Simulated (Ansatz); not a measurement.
The input, for Ansatz 0.2.0:

```yaml
crystal:
  periodic: [false, false, false]
  atoms:
    - {symbol: Al, position_ang: [0.000000, 0.000000, 0.000000]}
    - {symbol: H, position_ang: [0.000000, 0.000000, 2.751000]}
basis:
  gaussian: {orbitals: def2-mTZVP}
total_charge: -1
magnetization: {spin_polarized: false, initial_magnetization: 1}
hamiltonian: {xc: {name: PBE}}
correlation: {method: ccsd_t, electrons: outside_noble_gas}
output: {forces: true}
```

```sh
$ ansatz run in.yaml --threads 1 --pin off --events-out ev --progress --plain --max-ram 2393MiB
```

The program prints:

```
229 factors; integrals over basis functions are off by at most 2.2e-4 eV
mean field evaluation 1: about -6605.5132 eV, gradient 1.4e1 eV
mean field evaluation 2: about -6605.5131 eV, gradient 1.4e1 eV
mean field evaluation 4: about -6606.2416 eV, gradient 7.9e0 eV
mean field evaluation 8: about -6606.8055 eV, gradient 1.7e0 eV
mean field evaluation 16: about -6606.8195 eV, gradient 5.3e-3 eV
mean field evaluation 32: about -6606.8195 eV, gradient 2.4e-6 eV
mean field evaluation 64: about -6605.4945 eV, gradient 1.0e0 eV
mean field evaluation 96: about -6606.7070 eV, gradient 3.1e0 eV
mean field -6606.81954312 eV, -242.7961399465 hartree, gradient 2.3e-6 eV, S^2 0.750000; 10 other end points of the search recorded, 0 dependent functions left out
mean field evaluation 128: about -6595.6025 eV, gradient 1.4e0 eV
mean field evaluation 160: about -6595.8232 eV, gradient 2.3e-1 eV
5 core orbitals not correlated: weight in the atoms' cores, before any rotation towards them, 1.000 or more for the frozen orbitals, at most 0.000 for the correlated occupied ones
reference -6595.48064340 eV, -242.3794430675 hartree; 3, 2 occupied and 17, 18 virtual orbitals, 229 factors
second order -1.27637848 eV of doubles, -0.17960619 eV of singles
cycle   1  -1.70594875 eV  change   -2.6e-1 eV  update   7.0e-2
cycle   2  -1.88277252 eV  change   -1.8e-1 eV  update   3.1e-2
cycle   3  -1.90853180 eV  change   -2.6e-2 eV  update   1.3e-2
cycle   4  -1.91171459 eV  change   -3.2e-3 eV  update   6.9e-3
cycle   5  -1.91325222 eV  change   -1.5e-3 eV  update   2.9e-3
cycle   6  -1.91239794 eV  change    8.5e-4 eV  update   9.9e-4
cycle   7  -1.91272077 eV  change   -3.2e-4 eV  update   4.8e-4
cycle   8  -1.91292217 eV  change   -2.0e-4 eV  update   2.4e-4
cycle   9  -1.91283313 eV  change    8.9e-5 eV  update   1.0e-4
cycle  10  -1.91286342 eV  change   -3.0e-5 eV  update   4.1e-5
cycle  11  -1.91286893 eV  change   -5.5e-6 eV  update   2.6e-5
cycle  12  -1.91287076 eV  change   -1.8e-6 eV  update   1.3e-5
cycle  13  -1.91286490 eV  change    5.9e-6 eV  update   4.1e-6
cycle  14  -1.91286553 eV  change   -6.3e-7 eV  update   1.3e-6
cycle  15  -1.91286605 eV  change   -5.2e-7 eV  update   4.9e-7
perturbative correction -0.04382383 eV, -0.0016104959 hartree
the calculation of the forces begins
Total energy: -6597.43733328 eV, -242.4513500942 hartree
Atom 0 at     0.000000     0.000000     0.000000 Å, force     0.000000    -0.000000     0.989326 eV/Å
Atom 1 at     0.000000     0.000000     2.751000 Å, force     0.000000    -0.000000    -0.989326 eV/Å
Dipole moment:    -0.000000    -0.000000    -0.951425 e Å
```

Forces (eV/Å):
```
Al   0.000  0.000  0.989
H    0.000  0.000 -0.989
```

Ran on 1 thread of Arm Neoverse V2, shared host: 2.3 s wall, 0.15 GiB peak host memory.
